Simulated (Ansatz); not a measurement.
Geometry optimisation, RKS B3LYP-D4/cc-pVDZ (Ansatz).

Input file:

```yaml
crystal:
  periodic: [false, false, false]
  atoms:
    - { symbol: Al, position_ang: [-0.056133, -0.456453, -0.468746] }
    - { symbol: C, position_ang: [-0.043151, -0.215107, 2.688004] }
    - { symbol: H, position_ang: [-0.956472, -0.024783, 3.268816] }
    - { symbol: H, position_ang: [0.822113, -0.32431, 3.356872] }
    - { symbol: H, position_ang: [0.140381, 0.653146, 2.029265] }
    - { symbol: H, position_ang: [1.410394, 0.090754, -0.655989] }
    - { symbol: H, position_ang: [-1.401327, 0.343177, -0.658293] }
    - { symbol: Cl, position_ang: [-0.251268, -2.607518, -0.019684] }
    - { symbol: H, position_ang: [-0.166838, -1.147206, 2.104055] }
basis:
  gaussian: { orbitals: cc-pVDZ }
hamiltonian:
  xc: b3lyp
  dispersion: d4
relax:
  f_tol: 0.03
  max_steps: 50
```

Run as:

```bash
$ ansatz run input.yaml --threads 1 --pin off --max-ram 2048MiB --backend cpu --events-out ev --progress --plain --runs-dir out
```

Task: Where does it end, and by what steps?

Result: The forces met the threshold. The force dipped under the threshold on the way, but the program's further checks kept it going. After 8 steps the energy has fallen by 0.074 eV; Cl8 moved furthest, 0.36 Å.

| step | energy less start (eV) | largest force component (eV/Å) | accepted |
| --- | --- | --- | --- |
| 0 | 0.0000 | 0.690 | yes |
| 1 | -0.0460 | 0.338 | yes |
| 2 | -0.0585 | 0.090 | yes |
| 3 | -0.0676 | 0.159 | yes |
| 4 | -0.0626 | 0.256 | no |
| 5 | -0.0713 | 0.030 | yes |
| 6 | -0.0728 | 0.124 | yes |
| 7 | -0.0735 | 0.055 | yes |
| 8 | -0.0737 | 0.025 | yes |

```xyz
9
Properties=species:S:1:pos:R:3
Al -0.064 -0.541 -0.345
C -0.037 -0.158 2.639
H -0.954 0.061 3.204
H 0.824 -0.245 3.316
H 0.153 0.674 1.942
H 1.399 0.040 -0.442
H -1.404 0.287 -0.417
Cl -0.252 -2.684 -0.373
H -0.168 -1.123 2.121
```

Whether the end is a true minimum wasn't checked by a vibrational analysis.

Time of the run: 29 s on 1 thread of Arm Neoverse V1, on a shared host, peak memory 0.15 GiB.
